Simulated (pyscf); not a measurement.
Optimised with ωB97X-D3(BJ)/def2-SVP in PySCF.

**Question.** What is the homolytic dissociation enthalpy (298 K, ωB97M-D3(BJ)/def2-TZVP) of the C–C bond of `[CH3][CH]([CH3])[CH2][CH2][OH]`, to H₃C–CH•–CH₃ + •H₂C–CH₂–OH?

**Answer.** C–C to H₃C–CH•–CH₃ + •H₂C–CH₂–OH: 85.9 kcal/mol. The 7 functionals that were run give +75.1 (r²SCAN) to +86.0 kcal/mol (M06-2X). •H₂C–CH₂–OH lies 8.0 kcal/mol over its isomer H₃C–CH•–OH, and others may lie lower still (electronic energy, ωB97M-D3(BJ)). Other isomers of H₃C–CH•–CH₃ were not searched in full and may lie lower.
